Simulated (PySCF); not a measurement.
Compound: C₃HN₂ (charge -1).
Numbering: `[N:1]#[C:2][CH-:3][C:4]#[N:5]` (hydrogens: H6 on C3)

A GFN2-xTB structure was refined with PBE0-D3(BJ)/def2-SVP geometry optimisation, gas phase (PySCF). Its GFN2-xTB values:

```json
{"coordinate": "N1≡C2", "GFN2-xTB": "1.167 Å"}
{"coordinate": "C2–C3", "GFN2-xTB": "1.366 Å"}
{"coordinate": "C3–C4", "GFN2-xTB": "1.366 Å"}
{"coordinate": "C3–H6", "GFN2-xTB": "1.086 Å"}
{"coordinate": "N1–C2–C3", "GFN2-xTB": "178.3°"}
{"coordinate": "C2–C3–C4", "GFN2-xTB": "122.9°"}
```

**Question.** How do these coordinates change at the PBE0-D3(BJ)/def2-SVP level?

**Answer.** 
```
coordinate  PBE0-D3(BJ)/def2-SVP (Å or °)  change
     C3–C4                          1.396  +0.030
     C2–C3                          1.396  +0.030
     N1≡C2                          1.175  +0.008
     C3–H6                          1.093  +0.007
  C2–C3–C4                          123.7    +0.8
  N1–C2–C3                          178.2    -0.1
```

The energy falls by 1.4 kcal/mol over 5 energy and gradient evaluations, the largest force component goes from 0.0205 to 3.8e-05 Eh/bohr, and the atoms move by 0.032 Å rms after alignment. Among the bonds, C2–C3 and C3–C4 change most and about equally (+0.030 Å). Bonds longer at the end by more than 0.005 Å: 5 of 5; shorter: 0. Rotational constants go from 32448, 2888, 2652 to 32476, 2769, 2552 MHz.

The run used 75 basis functions and 35 SCF cycles in all. On Arm Neoverse V1, one thread, shared host, this took 7.1 s.

PBE0-D3(BJ)/def2-SVP frequencies: not computed here. The geometry's basis has no diffuse functions, a weakness for an anion.
